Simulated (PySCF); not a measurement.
## SiO⁺, quartet along the distance Si1-O2

Starting geometry (PBE0/def2-TZVP stationary point for this spin):

```xyz
2

Si    0.0000    0.0000    0.0000
O     0.0000    0.0000    1.7135
```

From there O2 moves along the line of the two atoms named below, all else staying in place; atoms are numbered as listed. Energies are in eV, counted from the starting geometry at the same level. Kohn–Sham curves keep the symmetry of the cluster determinant, unrestricted for open shells and where UHF breaks spin symmetry.

Basis 6-31G; PySCF 2.14.0. Only valence electrons are correlated (noble-gas cores frozen).

The determinant at some points fills πx and πy unequally, so it is a mixture of Σ and Δ, which weighs on every level built on one determinant. A value is left out where its run failed or describes another state than the reference as far as symmetry and spin tell, or, spin-broken singlets apart, can't be checked. The reference follows the lowest state, whose symmetry changes from Σ⁺ or Δ to Π between 2.083 and 2.366.

In so small a basis the reference is far from its limit while semilocal and hybrid functionals are nearer theirs (RPA and double hybrids share much of the reference's basis error), so the functionals' errors here hold much of the reference's basis and frozen-core error, which can add to them or hide them.

Full CI is exact within this basis and frozen core; it isn't the basis-set limit.

| distance Si1-O2 (Å) | full CI | PBE0 | B3LYP | wB97X-V | wB97M-V | B2PLYP |
| --- | --- | --- | --- | --- | --- | --- |
| 1.346 | 5.270 | 5.134 | 5.202 | 5.184 | 5.192 | 5.183 |
| 1.539 | 1.246 | 1.205 | 1.246 | 1.229 | 1.242 | 1.217 |
| 1.714 | 0.000 | 0.000 | 0.000 | 0.000 | 0.000 | 0.000 |
| 1.869 | -0.310 | -0.301 | -0.338 | -0.338 | -0.362 | -0.312 |
| 2.083 | -0.361 | – | – | – | – | – |
| 2.366 | -0.719 | -0.748 | -0.803 | -0.919 | -0.994 | -0.913 |
| 2.779 | -0.752 | -0.664 | -0.756 | -0.861 | -0.943 | -0.893 |
| 3.207 | -0.654 | -0.479 | -0.590 | -0.697 | -0.778 | -0.755 |
| 3.684 | -0.554 | -0.326 | -0.439 | -0.557 | -0.636 | -0.630 |
| 4.617 | -0.441 | -0.171 | -0.278 | -0.419 | -0.495 | -0.503 |
| 5.752 | -0.403 | -0.123 | -0.227 | -0.378 | -0.452 | -0.463 |
